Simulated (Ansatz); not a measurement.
Two isomers of C4H4F2: A = `F[C@@H]1C=C[C@H]1F`, B = `F/C=C\C=C/F`.

Isolated molecules relaxed with PBE0-D4/def2-TZVP in Ansatz; ΔE leaves out vibrations. CBS: MP2 limit from def2 TZ/QZ plus the TZ coupled-cluster correction, frozen cores. Functionals use def2-TZVPP. B3LYP here is the variant with VWN-RPA as its local correlation; programs differ in this. Each species was taken in one conformer, which may not be the lowest.

Problem. Which isomer does CCSD(T)/CBS put lower? Give the gap. (Estimate.)

Solution. Ansatz gave: B, by 8.0 kcal/mol.

Problem. Give E(B) − E(A) in kcal/mol with r2SCAN-D4, MP2/def2-TZVPP, ωB97M-V, PBE-D4, CCSD/def2-TZVPP, B3LYP, B2PLYP. (Estimate.)

Solution. Ansatz gave: r2SCAN-D4 -11.7, MP2/def2-TZVPP -7.0, ωB97M-V -7.5, PBE-D4 -10.8, CCSD/def2-TZVPP -7.9, B3LYP -13.6, B2PLYP -11.3. None reverses the order clearly.

Largest T1 diagnostic: 0.013.

From PBE to PBE0 (25 % exact exchange), in def2-TZVPP and without D4, E(B) − E(A) moves by +3.2 kcal/mol. In def2-TZVPP, CCSD(T) changes the Hartree–Fock value by +1.2 kcal/mol (the triples alone add −0.6 kcal/mol) and MP2 by +2.7 kcal/mol.
